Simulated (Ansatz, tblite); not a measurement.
Cost and result up the ladder for Al₂H₄⁻ (the lowest doublet isomer of a short search) (6 atoms). Charge -1, multiplicity 2. Geometry: r2SCAN-D4/def2-TZVPD.

Cartesian coordinates in Å:
```
Al -0.991 0.317 -0.684
Al 0.991 -0.316 0.684
H 1.271 0.189 2.206
H -2.191 1.298 -0.190
H -1.271 -0.191 -2.205
H 2.191 -1.297 0.188
```

Ansatz on 4 threads of Arm Neoverse V1 on a shared host; xTB runs through tblite on one thread. Times are rough, summed over both states, and most runs start from the orbitals of an earlier one. CCSD(T)/def2-TZVPPD serves as the yardstick here, not as an exact answer. The other state is a singlet.

The xTB rows come from tblite. Correlated methods freeze 10 core orbitals. The structure comes from a short search, and lower isomers may exist.

Correlated methods converge slowly with the basis.

Raw xTB energies of ions are shifted by several eV, and xTB has no spin-polarisation term.

| level | functions | vertical IE (eV) | difference from CCSD(T)/def2-TZVPPD (eV) | remarks |
| --- | --- | --- | --- | --- |
| PBE-D4/def2-TZVPD (with forces) | 122 | 1.65 | 0.24 | HOMO above zero (-1 doublet) |
| PBE0-D4/def2-TZVPD | 122 | 1.60 | 0.20 | HOMO above zero (-1 doublet) |
| GFN1-xTB | 26 | 3.54 | 2.14 | – |
| CCSD(T)/def2-TZVPPD | 164 | 1.40 | 0.00 | – |
| GFN2-xTB | 22 | 4.31 | 2.91 | – |
| r2SCAN-D4/def2-TZVPD | 122 | 1.70 | 0.30 | HOMO above zero (-1 doublet) |

**Question.** Estimate how long each takes.

**Answer.** GFN2-xTB 0.005 s; GFN1-xTB 0.007 s; PBE-D4/def2-TZVPD (with forces) 2.1 s; PBE0-D4/def2-TZVPD 2.7 s; r2SCAN-D4/def2-TZVPD 4.3 s; CCSD(T)/def2-TZVPPD 22 s. On shared hardware such times vary by a factor of up to 3.
